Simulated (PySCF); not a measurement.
# Deuteron quadrupole couplings in `CC(C)C[S-]`

Species: C4H9S (charge -1).
Cartesian coordinates in Å at the GFN2-xTB level; atoms count from 1:
```
atom  x, y, z in Å
C1     1.2573   -0.6728   -0.1279
C2    -0.0247   -0.0314    0.3897
C3     0.0260    1.4893    0.2390
C4    -1.2341   -0.6263   -0.3371
S5    -1.4166   -2.3984   -0.0329
H6     2.1185   -0.4037    0.4861
H7     1.4479   -0.3657   -1.1568
H8     1.1217   -1.7531   -0.1086
H9    -0.1286   -0.2795    1.4535
H10    0.8895    1.9027    0.7634
H11    0.1010    1.7608   -0.8143
H12   -0.8763    1.9470    0.6443
H13   -1.1337   -0.4548   -1.4196
H14   -2.1485   -0.1146   -0.0009
```

Level: PBE0/pcSseg-1 (PySCF, non-relativistic); Q(2H) = 0.00286 b; rigid geometry, the same for H and D, with no vibrational averaging.

Task: Give the electric field gradient Vzz (the principal value of largest size), its asymmetry and the 2H coupling at each hydrogen.

Result: 
```tsv
atom	bonded to	bond length (Å)	Vzz (au)	η	χzz (kHz)
H6	C1	1.091	0.3188	0.02	214
H7	C1	1.091	0.3176	0.03	213
H8	C1	1.089	0.2989	0.02	201
H9	C2	1.097	0.2965	0.03	199
H10	C3	1.092	0.3157	0.00	212
H11	C3	1.090	0.3158	0.00	212
H12	C3	1.090	0.3172	0.00	213
H13	C4	1.101	0.3009	0.04	202
H14	C4	1.100	0.3012	0.03	202
```

Task: How does χzz go with the bond length over the 9 C–H bonds?

Result: A straight-line fit has a slope of -8.6 kHz for each 0.01 Å, with a correlation coefficient of -0.63, over lengths from 1.089 to 1.101 Å.

Task: A static deuteron (I = 1) shows a doublet split by (3/2)χ, (3/4)χ(1 + η) and (3/4)χ(1 − η) with the field along z, y and x of the gradient. What are these for H14?

Result: With |χ| = 202.4 kHz and η = 0.033: 304, 157 and 147 kHz, to first order and without motion.

One conformer (not necessarily the lowest) at the GFN2-xTB geometry, without solvent, vibrations or thermal averaging. The pcSseg-1 basis has no diffuse functions, a weakness for an anion. The HOMO energy is positive at this level (+0.63 eV), so the outermost electrons may be held by the finite basis alone. GFN2-xTB bond lengths can be off by several hundredths of an ångström, more for odd bonds, and the gradients follow them. The small basis limits the accuracy of the gradients.
